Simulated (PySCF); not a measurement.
Shieldings and the share of exact exchange

Molecule: SMILES CC(C)(C)C=S, C$_{5}$H$_{10}$S.

Molfile (atoms numbered from 1):
```
C5H10S
     RDKit          3D

 16 15  0  0  0  0  0  0  0  0999 V2000
    0.0313   -1.5022    0.1553 C   0  0  0  0  0  0  0  0  0  0  0  0
    0.0406    0.0292    0.0221 C   0  0  0  0  0  0  0  0  0  0  0  0
   -0.8109    0.4390   -1.1912 C   0  0  0  0  0  0  0  0  0  0  0  0
    1.4665    0.5403   -0.1350 C   0  0  0  0  0  0  0  0  0  0  0  0
   -0.6476    0.5824    1.2437 C   0  0  0  0  0  0  0  0  0  0  0  0
   -0.0699    1.6308    2.3277 S   0  0  0  0  0  0  0  0  0  0  0  0
    0.6220   -1.8270    1.0252 H   0  0  0  0  0  0  0  0  0  0  0  0
   -0.9923   -1.8924    0.2697 H   0  0  0  0  0  0  0  0  0  0  0  0
    0.4684   -1.9596   -0.7461 H   0  0  0  0  0  0  0  0  0  0  0  0
   -0.8352    1.5334   -1.3045 H   0  0  0  0  0  0  0  0  0  0  0  0
   -0.3843    0.0077   -2.1103 H   0  0  0  0  0  0  0  0  0  0  0  0
   -1.8479    0.0797   -1.0988 H   0  0  0  0  0  0  0  0  0  0  0  0
    2.0857    0.2590    0.7294 H   0  0  0  0  0  0  0  0  0  0  0  0
    1.4882    1.6375   -0.2067 H   0  0  0  0  0  0  0  0  0  0  0  0
    1.9211    0.1188   -1.0446 H   0  0  0  0  0  0  0  0  0  0  0  0
   -1.6751    0.1939    1.3666 H   0  0  0  0  0  0  0  0  0  0  0  0
  1  2  1  0
  2  3  1  0
  2  4  1  0
  2  5  1  0
  5  6  2  0
  1  7  1  0
  1  8  1  0
  1  9  1  0
  3 10  1  0
  3 11  1  0
  3 12  1  0
  4 13  1  0
  4 14  1  0
  4 15  1  0
  5 16  1  0
M  END
```

GIAO shieldings (ppm, equivalent atoms averaged) in PySCF on the PBE0-D3(BJ)/def2-SVP geometry, basis pcSseg-1, gas phase, non-relativistic:

```csv
functional,exact exchange (%),σ(C2),σ(S6)
BLYP,0,119.0,-546.1
BP86,0,123.7,-515.9
PBE,0,124.5,-520.7
PBE0,25,132.5,-503.0
mPW1PW91,25,131.6,-505.3
BHandHLYP,50,134.8,-491.2
HF,100,149.0,-357.8
```

Problem. Fit each shielding as a line in the percentage of exact exchange.

Solution. σ(C2) = 123.3 + 0.26 x (rms 2.2 ppm); σ(S6) = -536.7 + 1.59 x (rms 18.7 ppm). The functionals also differ in their semilocal parts, which the line can't hold; Hartree–Fock has no correlation at all.

Problem. What does the line predict for B3LYP (20 %), and what does the run give?

Solution. σ(C2): 128.5 predicted, 125.8 computed; σ(S6): -504.9 predicted, -533.8 computed ppm.
